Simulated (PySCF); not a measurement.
**C4H9Cl: calculation and literature**

Geometry:
| atom | x (Å) | y (Å) | z (Å) |
| --- | --- | --- | --- |
| C1 | -1.954 | -0.088 | -0.272 |
| C2 | -0.480 | -0.056 | -0.657 |
| C3 | 0.418 | 0.047 | 0.575 |
| C4 | 1.884 | 0.082 | 0.180 |
| Cl5 | 2.925 | 0.200 | 1.626 |
| H6 | -2.165 | -0.944 | 0.365 |
| H7 | -2.577 | -0.158 | -1.160 |
| H8 | -2.226 | 0.816 | 0.268 |
| H9 | -0.229 | -0.963 | -1.213 |
| H10 | -0.295 | 0.798 | -1.312 |
| H11 | 0.240 | -0.809 | 1.230 |
| H12 | 0.173 | 0.953 | 1.133 |
| H13 | 2.108 | 0.950 | -0.440 |
| H14 | 2.178 | -0.828 | -0.345 |

Relativity neglected, one conformer, gas phase, fast rotation and ring inversion assumed for equivalent nuclei. Coordinates at the GFN2-xTB level; shieldings: GIAO PBE0/pcSseg-1; PySCF 2.14.

Reference values: measured (solution, not stated per compound (mostly CDCl3 or CCl4); Pretsch, Buehlmann, Badertscher, Structure Determination of Organic Compounds, 4th ed. (2009)).
| atoms | quantity | reference | computed | computed, scaled |
| --- | --- | --- | --- | --- |
| H13/H14 | δ 1H | 3.42 | 3.45 | 3.36 |
| H11/H12 | δ 1H | 1.68 | 1.64 | 1.65 |
| H9/H10 | δ 1H | 1.41 | 1.18 | 1.22 |
| H6/H7/H8 | δ 1H | 0.92 | 1.08 | 1.13 |

Computed shifts are σ(ref) − σ with the named reference compound (TMS for H and C) calculated as an isolated molecule at the same level. The measured values may be among those fitted. Shieldings were converted by linear fits to measured shifts (mostly CDCl3, TMS scale, for H and C): 1H (scatter 0.16 ppm rms, 0.17 ppm with the 2 outliers that the fit left out). A few per cent of atoms miss by over 2 rms, more outside the fitted compound classes.

Task: How far are the unscaled 1H shifts from the references?

Result: Mean signed difference -0.02 ppm, mean absolute 0.12 ppm over 4 comparisons; the largest is -0.23 ppm at H9/H10 (hydrogen on an sp3 CH2).
